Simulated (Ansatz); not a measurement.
C3H4ClF can be A, `C=C(Cl)CF`, or B, `C=C(F)CCl`.

Program: Ansatz. Geometries: PBE0-D4/def2-TZVP. ΔE: electronic, gas phase. CBS: MP2 limit from def2 TZ/QZ plus the TZ coupled-cluster correction, frozen cores. Functionals use def2-TZVPP. B3LYP here is the variant with VWN-RPA as its local correlation; programs differ in this. One conformer a species, not always the lowest.

A:

```xyz
9

C    -0.605   -0.617   -1.108
C    -0.423    0.245   -0.125
Cl   -1.521    1.545    0.185
C     0.713    0.246    0.844
F     1.579   -0.788    0.587
H     0.116   -1.410   -1.254
H    -1.457   -0.551   -1.770
H     1.264    1.190    0.775
H     0.334    0.139    1.866
```

B:

```xyz
9

C     1.293    0.626   -0.108
C     0.049    0.302   -0.413
F    -0.574    0.887   -1.443
C    -0.789   -0.710    0.266
Cl   -2.187    0.038    1.093
H     1.833    1.364   -0.685
H     1.783    0.153    0.731
H    -0.209   -1.243    1.015
H    -1.199   -1.417   -0.456
```

Question: Which isomer does CCSD(T)/CBS put lower? Give the gap. (An estimate is asked.)

Answer: Ansatz gave: B, by 5.0 kJ/mol.

Question: Give E(B) − E(A) in kJ/mol with HF/def2-TZVPP, MP2/def2-TZVPP, PBE0-D4, B2PLYP, B3LYP, B3LYP-D4, ωB97M-V. (An estimate is asked.)

Answer: The calculation gave: HF/def2-TZVPP -7.4, MP2/def2-TZVPP -3.4, PBE0-D4 -7.1, B2PLYP -6.2, B3LYP -7.9, B3LYP-D4 -7.2, ωB97M-V -7.4. None reverses the order clearly.

Question: Does the order hold for the free energy at 298.15 K (harmonic terms from PBE0-D4)? (Estimate.)

Answer: Computed: Yes: G(B) − G(A) = -5.8 kJ/mol, for one conformer each.

Largest T1 diagnostic: 0.011.

At CCSD(T), def2-SVP lies +3.4 kJ/mol from the extrapolated value and def2-TZVPP −0.2 kJ/mol. Leaving LDA and LC-ωPBE aside and taking each functional with its dispersion term where it has one, the values, not all of them listed here, spread over 2.0 kJ/mol, from PBE-D4 to PBE-QIDH.
